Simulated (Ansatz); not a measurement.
**Abstraction of F: SiH2(CH3)F + C4H9 → SiH2(CH3) + C4H9F**

Species: SiH2(CH3)F, singlet; C4H9 (2-butyl radical) `C[CH]CC`, doublet; SiH2(CH3), doublet; C4H9F (2-fluorobutane) `CCC(C)F`, singlet. A radical takes F: the energy is the difference in strength between the Si–F bond broken and the C–F bond made.

Shapes, held fixed at every level: PBE0-D4/def2-TZVP. Flexible molecules stand in one conformer, not always the lowest. Programs: Ansatz 0.2.0. The zero-point and thermal change to 298 K, harmonic and unscaled (PBE0-D4/def2-TZVP), is +5.5 kJ/mol.

```
                level                    kind  ΔH(298 K) (kJ/mol)  less CCSD(T)/CBS estimate  CPU time (sum over the molecules)
        HF/def2-TZVPP            Hartree–Fock              +187.5                      +21.1                                  –
    PBE-D4/def2-TZVPP                     GGA              +146.1                      -20.3                               39 s
 r2SCAN-D4/def2-TZVPP                meta-GGA              +165.4                       -1.0                               69 s
  BHLYP-D4/def2-TZVPP           global hybrid              +175.2                       +8.8                               48 s
r2SCAN0-D4/def2-TZVPP           global hybrid              +169.4                       +3.0                               79 s
   wB97M-V/def2-TZVPP  range-separated hybrid              +164.3                       -2.1                            2.6 min
    B2PLYP/def2-TZVPP           double hybrid              +167.9                       +1.5                               73 s
 CCSD(T)/CBS estimate   coupled cluster or CI              +166.4                        0.0                              2.1 h
```

The highest level, CCSD(T)/CBS estimate, gives ΔH(298 K) = +166.4 kJ/mol; the levels span +146.1 to +187.5. The column of differences is taken from that level and isn't an error. No measured value is set beside it here. Open shells run unrestricted unless RO is named. The CBS estimate extrapolates MP2 from def2-TZVPP and def2-QZVPP and adds CCSD(T) − MP2 in the triple-zeta set, cores frozen. Times are processor times on shared x86 and Arm servers, and rough.
